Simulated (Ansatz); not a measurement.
Rock-salt ZrC, treated with r²SCAN (Ansatz, a quantum-chemistry and plane-wave program, plane waves, PAW).

Settings: plane-wave cutoff 500 eV, 10×14×1 k mesh (along the axes of the cell as run), Fermi–Dirac smearing 0.05 eV, scalar-relativistic PAW data made under PBE.

Task: What does this level give for the surface energy of the (110) face and work function of the (110) face?

Result: 
* **surface energy of the (110) face**: 3.46 J/m²
* **work function of the (110) face**: 3.22 eV

The slab of 16 atoms is relaxed and unreconstructed.

Computed values are for the static lattice.
